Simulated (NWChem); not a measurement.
System: fluoromethane (CH₃F); SMILES FC

The following NWChem deck was run.

```
start job
memory heap 200 mb stack 900 mb global 1100 mb
geometry units angstroms noautosym nocenter noautoz
  C      0.000000     0.000000    -0.611604
  F      0.000000     0.000000     0.770923
  H      0.730378     0.730378    -0.979452
  H      0.267337    -0.997715    -0.979452
  H     -0.997715     0.267337    -0.979452
end
basis spherical
  * library 6-31+g*
end
dft
  xc xpbe96 cpbe96
  iterations 150
end
property
  response 1 0.0
end
task dft property
```

Output (shortened):

```
             Northwest Computational Chemistry Package (NWChem) 7.3.0
             --------------------------------------------------------

                             Geometry "geometry" -> ""
                             -------------------------

 Output coordinates in angstroms (scale by  1.889725989 to convert to a.u.)

  No.       Tag          Charge          X              Y              Z
 ---- ---------------- ---------- -------------- -------------- --------------
    1 C                    6.0000     0.00000000     0.00000000    -0.61160400
    2 F                    9.0000     0.00000000     0.00000000     0.77092300
    3 H                    1.0000     0.73037800     0.73037800    -0.97945200
    4 H                    1.0000     0.26733700    -0.99771500    -0.97945200
    5 H                    1.0000    -0.99771500     0.26733700    -0.97945200

 Effective nuclear repulsion energy (a.u.)      37.2736461725

  pbe96 is a nonlocal functional; adding pw91lda local functional.
                              NWChem Property Module
                              ----------------------

                                 NWChem DFT Module
                                 -----------------

 Summary of "ao basis" -> "ao basis" (spherical)
 ------------------------------------------------------------------------------
       Tag                 Description            Shells   Functions and Types
 ---------------- ------------------------------  ------  ---------------------
 C                          6-31+g*                  8       18   4s3p1d
 F                          6-31+g*                  8       18   4s3p1d
 H                          6-31+g*                  2        2   2s

            General Information
            -------------------
          SCF calculation type: DFT
          Wavefunction type:  closed shell.
          No. of atoms     :     5
          No. of electrons :    18
           Alpha electrons :     9
            Beta electrons :     9
          Charge           :     0
          Spin multiplicity:     1
          Use of symmetry is: off; symmetry adaption is: off
          Maximum number of iterations: 150
          AO basis - number of functions:    42
                     number of shells:    22
          Convergence on energy requested:  1.00D-06
          Convergence on density requested:  1.00D-05
          Convergence on gradient requested:  5.00D-04

              XC Information
              --------------
          PerdewBurkeErnzerhof Exchange Functional  1.000
            Perdew 1991 LDA Correlation Functional  1.000 local
           PerdewBurkeErnz. Correlation Functional  1.000 non-local

             Grid Information
             ----------------
          Grid used for XC integration:  medium
          Radial quadrature: Mura-Knowles
          Angular quadrature: Lebedev.
          Tag              B.-S. Rad. Rad. Pts. Rad. Cut. Ang. Pts.
          ---              ---------- --------- --------- ---------
          C                   0.70       49           8.0       434
          F                   0.50       49           8.0       434
          H                   0.35       45           8.0       434
          Grid pruning is: on
          Number of quadrature shells:   233
          Spatial weights used:  Erf1

      Superposition of Atomic Density Guess
      -------------------------------------

 Sum of atomic energies:        -138.53644503

      Non-variational initial energy
      ------------------------------

 Total energy =    -139.187873
 1-e energy   =    -264.512278
 2-e energy   =      88.050759
 HOMO         =      -0.440761
 LUMO         =       0.063355

   convergence    iter        energy       DeltaE   RMS-Dens  Diis-err
 ---------------- ----- ----------------- --------- --------- ---------
 d= 0,ls=0.0,diis     1   -139.5435158160 -1.77D+02  2.31D-02  4.23D-01
 d= 0,ls=0.0,diis     2   -139.4691282606  7.44D-02  1.32D-02  1.37D+00
 d= 0,ls=0.0,diis     3   -139.5893029273 -1.20D-01  1.82D-03  1.59D-02
 d= 0,ls=0.0,diis     4   -139.5899764519 -6.74D-04  1.06D-03  4.97D-03
 d= 0,ls=0.0,diis     5   -139.5905295921 -5.53D-04  2.01D-04  1.23D-04
  Resetting Diis
 d= 0,ls=0.0,diis     6   -139.5905462666 -1.67D-05  4.61D-06  1.02D-07
 d= 0,ls=0.0,diis     7   -139.5905462751 -8.49D-09  3.20D-06  9.76D-09

         Total DFT energy =     -139.590546275136
      One electron energy =     -266.020162556910
           Coulomb energy =      105.966374985688
    Exchange-Corr. energy =      -16.810404876381
 Nuclear repulsion energy =       37.273646172468

 Numeric. integr. density =       17.999999707939

                       DFT Final Molecular Orbital Analysis
                       ------------------------------------

 Vector    7  Occ=2.000000D+00  E=-4.282807D-01
              MO Center= -9.0D-02, -9.0D-02, -2.1D-01, r^2= 1.4D+00
   Bfn.  Coefficient  Atom+Function         Bfn.  Coefficient  Atom+Function
  ----- ------------  ---------------      ----- ------------  ---------------
     3      0.277163  1 C  px                 4     -0.277082  1 C  py
    21      0.262683  2 F  px                22     -0.262606  2 F  py
    39      0.174469  4 H  s                 41     -0.174498  5 H  s
    25      0.157888  2 F  px                26     -0.157842  2 F  py
     7      0.124396  1 C  px                 8     -0.124359  1 C  py

 Vector    8  Occ=2.000000D+00  E=-2.953582D-01
              MO Center=  8.5D-02,  8.4D-02,  1.4D-01, r^2= 1.5D+00
   Bfn.  Coefficient  Atom+Function         Bfn.  Coefficient  Atom+Function
  ----- ------------  ---------------      ----- ------------  ---------------
    21      0.390900  2 F  px                22      0.391164  2 F  py
    25      0.252601  2 F  px                26      0.252772  2 F  py
    38     -0.209180  3 H  s                 37     -0.204524  3 H  s
     3     -0.186446  1 C  px                 4     -0.186572  1 C  py
    40      0.104651  4 H  s                 42      0.104528  5 H  s

 Vector    9  Occ=2.000000D+00  E=-2.953581D-01
              MO Center= -8.5D-02, -8.4D-02,  1.4D-01, r^2= 1.5D+00
   Bfn.  Coefficient  Atom+Function         Bfn.  Coefficient  Atom+Function
  ----- ------------  ---------------      ----- ------------  ---------------
    21      0.391165  2 F  px                22     -0.390900  2 F  py
    25      0.252772  2 F  px                26     -0.252601  2 F  py
     3     -0.186572  1 C  px                 4      0.186446  1 C  py
    40     -0.181120  4 H  s                 42      0.181190  5 H  s
    39     -0.177088  4 H  s                 41      0.177157  5 H  s

 Vector   10  Occ=0.000000D+00  E= 6.149242D-04
              MO Center= -2.0D-06, -2.0D-06, -1.2D+00, r^2= 6.7D+00
   Bfn.  Coefficient  Atom+Function         Bfn.  Coefficient  Atom+Function
  ----- ------------  ---------------      ----- ------------  ---------------
    10      1.541077  1 C  s                 28     -0.599502  2 F  s
     6     -0.487614  1 C  s                  9      0.309397  1 C  pz
     2     -0.200588  1 C  s                 31      0.184012  2 F  pz
     5      0.134381  1 C  pz                13     -0.117312  1 C  pz
     1      0.078606  1 C  s                 23     -0.055236  2 F  pz

 Vector   11  Occ=0.000000D+00  E= 8.414869D-03
              MO Center=  1.0D-06,  1.0D-06, -4.3D-01, r^2= 6.8D+00
   Bfn.  Coefficient  Atom+Function         Bfn.  Coefficient  Atom+Function
  ----- ------------  ---------------      ----- ------------  ---------------
    13      1.013724  1 C  pz                28     -0.765384  2 F  s
     9      0.528233  1 C  pz                10      0.449372  1 C  s
     6      0.370023  1 C  s                 24     -0.351605  2 F  s
    27      0.231920  2 F  pz                 5      0.220093  1 C  pz
    23      0.176951  2 F  pz                31      0.153300  2 F  pz

 Vector   12  Occ=0.000000D+00  E= 4.380796D-02
              MO Center= -4.1D-07, -4.1D-07, -7.9D-01, r^2= 9.0D+00
   Bfn.  Coefficient  Atom+Function         Bfn.  Coefficient  Atom+Function
  ----- ------------  ---------------      ----- ------------  ---------------
    11      0.839133  1 C  px                12      0.839164  1 C  py
     7     -0.181253  1 C  px                 8     -0.181260  1 C  py
     3     -0.178738  1 C  px                 4     -0.178745  1 C  py
    29     -0.121925  2 F  px                30     -0.121930  2 F  py

     Multipole analysis of the density
     ---------------------------------

     L   x y z        total         alpha         beta         nuclear
     -   - - -        -----         -----         ----         -------
     0   0 0 0     -0.000000     -9.000000     -9.000000     18.000000

     1   1 0 0     -0.000000     -0.000000     -0.000000      0.000000
     1   0 1 0     -0.000000     -0.000000     -0.000000      0.000000
     1   0 0 1     -0.751212     -0.687720     -0.687720      0.624228

[...]

 DFT Linear Response polarizability / au
 Frequency  =       0.0000000 / au
              X              Y              Z
 -----------------------------------------------
 X      14.4352260      0.0000018      0.0000016
 Y       0.0000018     14.4352260      0.0000016
 Z       0.0000016      0.0000016     15.2581930
 -----------------------------------------------
 Eigenvalues =      14.4352278     14.4352242     15.2581930
 Isotropic   =      14.7095483
 Anisotropic =       0.8229670
 -----------------------------------------------

 Magnetic Dipole Response Matrix (nonzero elements):

 Exiting AOResponse driver routine
```

Level: PBE/6-31+G* (spherical d). Geometry: optimised at B3LYP/6-31G* (spherical d).
